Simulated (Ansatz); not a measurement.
Geometry optimisation, RKS B3LYP-D4/def2-SVP (Ansatz).

input.yaml

```yaml
crystal:
  periodic: [false, false, false]
  atoms:
    - { symbol: Si, position_ang: [-0.782222, 0.0, 0.199729] }
    - { symbol: H, position_ang: [1.484745, 0.0, 1.595277] }
    - { symbol: F, position_ang: [1.93351, 0.0, 0.781997] }
    - { symbol: H, position_ang: [-0.696466, 1.108484, -0.848652] }
    - { symbol: H, position_ang: [-0.696466, -1.108484, -0.848652] }
basis:
  gaussian: { orbitals: def2-SVP }
hamiltonian:
  xc: b3lyp
  dispersion: d4
relax:
  f_tol: 0.03
  max_steps: 50
```

Launched with:

```bash
$ ansatz run input.yaml --threads 1 --pin off --max-ram 2048MiB --backend cpu --events-out ev --progress --plain --runs-dir out
```

Where does it end, and by what steps?

The forces met the threshold. After 6 steps the energy has fallen by 0.147 eV; F3 moved furthest, 0.47 Å.

```csv
step,energy less start (eV),largest force component (eV/Å),accepted
0,0.0000,0.298,yes
1,-0.0607,1.351,yes
2,-0.1281,0.557,yes
3,-0.1407,0.156,yes
4,-0.1446,0.051,yes
5,-0.1467,0.034,yes
6,-0.1469,0.003,yes
```

```xyz
5
Properties=species:S:1:pos:R:3
Si -0.716 0.000 0.264
H 1.513 0.000 1.544
F 1.500 0.000 0.610
H -0.527 1.110 -0.769
H -0.527 -1.110 -0.769
```

Whether the end is a true minimum wasn't checked by a vibrational analysis.

Run time: 6.8 s on 1 thread of Arm Neoverse V1, with other jobs on the host, peak memory 0.099 GiB.
